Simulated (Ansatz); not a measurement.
**Ge2P3: from a trial structure to a relaxed crystal**

Theory: DFT r2SCAN, scalar-relativistic, plane waves, PAW (Ansatz 0.2.0).

The start puts Ge2P3 on the tetradymite structure type (R-3m, No. 166), with Ge in place of Bi, P in place of Te, at a guessed volume.

Input of the last, converged step (default PAW datasets):

```yaml
crystal:
  lattice:
    - [1.794755549, 1.0362025993, 7.4924338529]
    - [-1.794755549, 1.0362025993, 7.4924338529]
    - [0.0, -2.0724051987, 7.4924338529]
  atoms:
    - { symbol: Ge, position: [0.3980858639, 0.3980858639, 0.3980858639] }
    - { symbol: Ge, position: [0.6019141361, 0.6019141361, 0.6019141361] }
    - { symbol: P, position: [0.0, 0.0, 0.0] }
    - { symbol: P, position: [0.1947247181, 0.1947247181, 0.1947247181] }
    - { symbol: P, position: [0.8052752819, 0.8052752819, 0.8052752819] }
basis:
  ecutwfc: 500
kpoints:
  mp_grid: { grid: [12, 12, 12] }
hamiltonian:
  xc: r2scan
scf:
  occupations: { method: gaussian, width: 0.1 }
output:
  forces: true
  stress: true
  eigenvalues: true
relax:
  adjacent_minimum: "off"
  f_tol: 0.01
  max_steps: 80
  cell: { stress_tol: 0.05 }
```

Launched as:

```bash
ansatz run input.yaml --threads 1 --pin off --max-ram 2560MiB --backend cpu --events-out ev --progress --plain --runs-dir out
```

The program printed at the end:

```
SCF converged after 6 iterations
Free energy (F): -10882.279764 eV
Harris-Foulkes:  -10882.279764 eV  (|F-HF|=1.46e-11)
Internal energy: -10882.270050 eV  (E = F + TS)
E sigma→0 (E₀):  -10882.274907 eV
Entropy (-TS):   -0.009714 eV (-1.943 meV/atom)
Fermi energy:    10.589632 eV
--- Per-component energies (eV) ---
  E_band       = -204.649337
  E_kinetic    = 432.474891
  E_local      = -4996.391808  (includes V_loc(G=0)·N_el)
  E_nonlocal   = 934.605235
  E_hartree    = 2203.274683
  E_xc         = -314.249945
  E_vxc        = -333.032367  (∫ρ·V_xc dr)
  E_paw        = -5790.585930  (= ΣΔE_a)
  E_vpaw       = -665.632264  (= ΣTr[D̂ρ^β])
  E_aug_tail   = 0.000035  (compensation charges beyond the density's cutoff)
  E_vtau       = 16.777570  (kinetic-family band-sum trace: ∫τ·v_τ [+ j·A + Jᵃ·Aᵃ] dr)
  E_ewald      = -3348.953152
  E_core_change = -2.444058  (= ΣΔE_core)
  E_smearing   = -0.009714  (= −TS)
  E_closure    =  0.000000  (closes the sum)
  Σ components = -10882.279764   (vs F -10882.279764, Δ=0.00e0)
--- Forces (eV/Å), atoms counted from 1 ---
  atom   1  Ge     0.00000000     0.00000000    -0.00093018
  atom   2  Ge     0.00000000     0.00000000     0.00093018
  atom   3  P      0.00000000     0.00000000     0.00000000
  atom   4  P      0.00000000     0.00000000     0.00195809
  atom   5  P      0.00000000     0.00000000    -0.00195809
  max |Σ_I F_I| component: 4.63e-18 eV/Å
--- Stress (GPa, compression-positive) ---
        0.014811       0.000000       0.000000
        0.000000       0.014811       0.000000
        0.000000       0.000000       0.026167
  P = ⅓ Tr σ = 0.0186 GPa (0.186 kbar)
--- Relaxed structure (3 steps of the walk, 3 accepted, 1 SCFs on fresh bases) ---
  F+E_penalty+E_count = -10882.27976421 eV   max|allowed force component| = 1.958e-3 eV/Å   (the final SCF, on the basis selected at the relaxed cell)
  cell:  # Å, volume = 83.7285 Å³
    - [1.791536, 1.034344, 7.530638]
    - [-1.791536, 1.034344, 7.530638]
    - [0.000000, -2.068687, 7.530638]
  atoms:
    - { symbol: Ge, position: [0.398069, 0.398069, 0.398069] }
    - { symbol: Ge, position: [0.601931, 0.601931, 0.601931] }
    - { symbol: P, position: [0.000000, 0.000000, 0.000000] }
    - { symbol: P, position: [0.194814, 0.194814, 0.194814] }
    - { symbol: P, position: [0.805186, 0.805186, 0.805186] }
```

Absolute energies hang on the potentials; compare differences alone.

The result has space group R-3m (No. 166). Ge has 6 P at 2.53–2.66 Å; P on Wyckoff site a (1 atom of the primitive cell) has 6 Ge at 2.53 Å; P on Wyckoff site c (2 atoms of the primitive cell) has 3 P at 2.43 Å and 3 Ge at 2.66 Å.

Against the elements it lies at 0.21 eV/atom. Formation energies are uncorrected and refer to the elements' standard structures at the same level.

For metals, differences of a few meV/atom aren't resolved.

Symmetry constrained the relaxation, so the result can be a saddle point.